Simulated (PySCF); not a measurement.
Species: 1-pentene, C5H10.
Atom-mapped SMILES: `[CH2:1]=[CH:2][CH2:3][CH2:4][CH3:5]` (hydrogens: H6, H7 on C1; H8 on C2; H9, H10 on C3; H11, H12 on C4; H13, H14, H15 on C5)

The same species was optimised twice, with GFN2-xTB and with PBE0-D3(BJ)/def2-SVP (PySCF), and the same property calculations (PySCF, gas phase) were run on both structures.

| coordinate | GFN2-xTB | PBE0-D3(BJ)/def2-SVP | change |
| --- | --- | --- | --- |
| C1–H6 (Å) | 1.078 | 1.095 | +0.017 |
| C1–H7 (Å) | 1.077 | 1.093 | +0.016 |
| C2–H8 (Å) | 1.083 | 1.099 | +0.016 |
| C1=C2 (Å) | 1.319 | 1.334 | +0.015 |
| C5–H13 (Å) | 1.088 | 1.102 | +0.014 |
| C5–H15 (Å) | 1.088 | 1.102 | +0.014 |
| C5–H14 (Å) | 1.088 | 1.101 | +0.013 |
| C4–H12 (Å) | 1.092 | 1.104 | +0.012 |
| C3–H10 (Å) | 1.094 | 1.106 | +0.012 |
| C3–H9 (Å) | 1.092 | 1.104 | +0.012 |
| C4–H11 (Å) | 1.092 | 1.103 | +0.011 |
| C3–C4 (Å) | 1.532 | 1.529 | -0.003 |
| C4–C5 (Å) | 1.523 | 1.520 | -0.003 |
| C2–C3 (Å) | 1.495 | 1.495 | 0.000 |
| H11–C4–H12 (°) | 107.7 | 105.7 | -2.0 |
| H9–C3–H10 (°) | 108.1 | 106.3 | -1.8 |
| C2–C3–C4 (°) | 111.4 | 113.3 | +1.9 |
| C3–C4–C5 (°) | 111.6 | 113.1 | +1.5 |
| C1–C2–H8 (°) | 120.2 | 118.7 | -1.5 |
| H13–C5–H15 (°) | 108.3 | 107.3 | -1.0 |
| C4–C5–H14 (°) | 110.7 | 111.6 | +0.9 |
| C1–C2–C3 (°) | 124.6 | 125.5 | +0.9 |
| C1–C2–C3–C4 (°) | 118 | 119 | +1 |
| C2–C3–C4–C5 (°) | 180 | 179 | -1 |

Rotational constants: A = 17975, B = 2168, C = 2138 MHz (GFN2-xTB) against A = 18198, B = 2121, C = 2089 MHz (PBE0-D3(BJ)/def2-SVP). Point groups within 0.08 Å: C1 and C1.

On the GFN2-xTB structure: HOMO (eV) -7.37 [PBE0/pcSseg-1]; LUMO (eV) 0.56 [PBE0/pcSseg-1]; dipole (D) 0.40 [PBE0/pcSseg-1]; GIAO shielding of C1 (ppm) 66.7 [PBE0/pcSseg-1]; GIAO shielding of C2 (ppm) 38.0 [PBE0/pcSseg-1]; GIAO shielding of C3 (ppm) 143.2 [PBE0/pcSseg-1]; GIAO shielding of C4 (ppm) 157.9 [PBE0/pcSseg-1]; GIAO shielding of C5 (ppm) 169.6 [PBE0/pcSseg-1].

What do these properties become on the PBE0-D3(BJ)/def2-SVP structure?

| property | level | on GFN2-xTB | on PBE0-D3(BJ)/def2-SVP | change |
| --- | --- | --- | --- | --- |
| HOMO (eV) | PBE0/pcSseg-1 | -7.37 | -7.35 | +0.02 |
| LUMO (eV) | PBE0/pcSseg-1 | 0.56 | 0.45 | -0.11 |
| dipole (D) | PBE0/pcSseg-1 | 0.40 | 0.41 | +0.01 |
| energy, GFN2-xTB geometry as zero (kcal/mol) | PBE0/pcSseg-1 | 0.0 | -0.5 | -0.5 |
| GIAO shielding of C1 (ppm) | PBE0/pcSseg-1 | 66.7 | 62.7 | -4.0 |
| GIAO shielding of C2 (ppm) | PBE0/pcSseg-1 | 38.0 | 35.5 | -2.5 |
| GIAO shielding of C3 (ppm) | PBE0/pcSseg-1 | 143.2 | 142.9 | -0.3 |
| GIAO shielding of C4 (ppm) | PBE0/pcSseg-1 | 157.9 | 157.5 | -0.4 |
| GIAO shielding of C5 (ppm) | PBE0/pcSseg-1 | 169.6 | 167.9 | -1.7 |

The heavy atoms differ by 0.024 Å rms after alignment. Among all bonds C1–H6, C1–H7 and C2–H8 change most and about equally (+0.016 to +0.017 Å). Changes are differences of the printed values. Neither structure is proved a minimum here.

The values belong to the conformer `[CH2:1]=[CH:2][CH2:3][CH2:4][CH3:5]`: C1–C2–C3–C4 119°, C2–C3–C4–C5 179°.
